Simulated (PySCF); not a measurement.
# How the numerical set-up moves the result for SiH⁻ (triplet)

The method stays; parts of the set-up, such as the basis or the Hamiltonian, are changed.

Program: PySCF 2.14.0. Level of theory: each script names its method and basis. These are calculated values, not measurements.

2 further runs of the same task are left out: 2 that didn't finish.

### Step 1. The starting structure

SiH⁻ (triplet): 2 atoms, charge -1, spin multiplicity 3.

Bond lengths: Si1–H2 1.535 Å.

### Step 2. The run that the others are compared with

File input.py:

```python
from pyscf import gto, scf
from pyscf.geomopt.geometric_solver import optimize

mol = gto.M(
    atom='Si 0 0 0; H 0 0 1.535',
    basis='def2-tzvpp',
    charge=-1,
    spin=2,
    verbose=4,
)
mf = scf.UHF(mol)
mf.kernel()
mol_eq = optimize(mf, maxsteps=30)
print('optimised geometry (angstrom)')
print(mol_eq.tostring('raw'))
print('orbital energies (hartree):', [e[max(0, n-3):n+3].round(4) for e, n in zip(mf.mo_energy, mol.nelec)])
```

Run with:

```console
> OMP_NUM_THREADS=1 python input.py
```

The log of this run is left out.

It gives: at the starting geometry E(SCF) = -289.455781 Eh, 11 cycles, ⟨S²⟩ = 2.038, optimised bond 1.550 Å in 3 steps; the optimisation lowers the energy by 0.001 eV.

The triplet is typed in the script; nothing here shows that it is the ground state.

### Step 3. Cc-pvdz

Edit 1 changes basis set: def2-tzvpp → cc-pvdz.

File input.py:

```python
from pyscf import gto, scf
from pyscf.geomopt.geometric_solver import optimize

mol = gto.M(
    atom='Si 0 0 0; H 0 0 1.535',
    basis='cc-pvdz',
    charge=-1,
    spin=2,
    verbose=4,
)
mf = scf.UHF(mol)
mf.kernel()
mol_eq = optimize(mf, maxsteps=30)
print('optimised geometry (angstrom)')
print(mol_eq.tostring('raw'))
print('orbital energies (hartree):', [e[max(0, n-3):n+3].round(4) for e, n in zip(mf.mo_energy, mol.nelec)])
```

Run with:

```console
> OMP_NUM_THREADS=1 python input.py
```

### Step 4. Cartesian functions on

Edit 2 changes Cartesian functions: off → on.

input.py, as its differences from that of step 2:

```diff
@@ -8,2 +8,3 @@
     spin=2,
+    cart=True,
     verbose=4,
```

### Step 5. Def2-tzvp

Edit 3 changes basis set: def2-tzvpp → def2-tzvp.

input.py, as its differences from that of step 2:

```diff
@@ -5,3 +5,3 @@
     atom='Si 0 0 0; H 0 0 1.535',
-    basis='def2-tzvpp',
+    basis='def2-tzvp',
     charge=-1,
```

### Step 6. 6-311g**

Edit 4 changes basis set: def2-tzvpp → 6-311g**.

input.py, as its differences from that of step 2:

```diff
@@ -5,3 +5,3 @@
     atom='Si 0 0 0; H 0 0 1.535',
-    basis='def2-tzvpp',
+    basis='6-311g**',
     charge=-1,
```

What does the calculation give? Wanted: for each run, E(SCF); from base; gap, α spin; after the SCF.

**Answer**, as computed:

| run | E(SCF) (hartree) | from base (eV) | cycles | gap, α spin (eV) | functions | after the SCF |
| --- | --- | --- | --- | --- | --- | --- |
| base | -289.455781 | 0 | 11 | 10.63 | 56 | bond 1.550 Å, -0.001 eV |
| cc-pvdz | -289.445055 | +0.2919 | 10 | 11.66 | 23 | bond 1.568 Å, -0.007 eV |
| Cartesian functions on | -289.457606 | -0.0497 | 11 | 10.40 | 63 | bond 1.547 Å, -0.001 eV |
| def2-tzvp | -289.455600 | +0.0049 | 11 | 10.68 | 43 | bond 1.549 Å, -0.001 eV |
| 6-311g** | -289.453606 | +0.0592 | 10 | 10.45 | 32 | bond 1.554 Å, -0.002 eV |

SCF columns refer to the geometry typed in the script.

**Reading.** The largest comparable shift of the SCF energy, +0.292 eV, comes with the run “cc-pvdz”. cc-pvdz (23 functions) gives an energy 0.29 eV higher than def2-tzvpp (56). def2-tzvp (43 functions) gives an energy 0.00 eV higher than def2-tzvpp (56). 6-311g** (32 functions) gives an energy 0.06 eV higher than def2-tzvpp (56).
